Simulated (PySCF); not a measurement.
Numbering as in the mapped SMILES `[CH3:1][c:2]1[cH:3][cH:4][o:5][n:6]1` (H(Xn): hydrogen on atom n).

GIAO PBE0/pcSseg-1 shifts (PySCF, gas phase, non-relativistic, equivalent atoms averaged), each against references optimised in the same way as the molecule (TMS, H2O, NH3).

On the GFN2-xTB geometry: C4 165.7, C2 162.5, C3 111.8, C1 13.5, O5 400.1, N6 411.5, H(C4) 8.51, H(C3) 6.35, H(C1) 2.53 ppm.

What changes on the PBE0-D3(BJ)/def2-SVP geometry?

## Answers


| atoms | δ (ppm) | change |
| --- | --- | --- |
| C4 | 163.2 | -2.5 |
| C2 | 161.7 | -0.8 |
| C3 | 109.0 | -2.8 |
| C1 | 13.1 | -0.4 |
| O5 | 403.1 | +3.0 |
| N6 | 411.3 | -0.2 |
| H(C4) | 8.27 | -0.24 |
| H(C3) | 6.22 | -0.13 |
| H(C1) | 2.39 | -0.14 |

Bonds between heavy atoms that differ most (equivalent bonds averaged): O5–N6 1.353 → 1.363 Å, C2–C3 1.423 → 1.429 Å, C1–C2 1.483 → 1.488 Å, N6–C2 1.306 → 1.311 Å, C4–O5 1.336 → 1.332 Å. Mean change of bonds to hydrogen: C–H +0.014 Å.
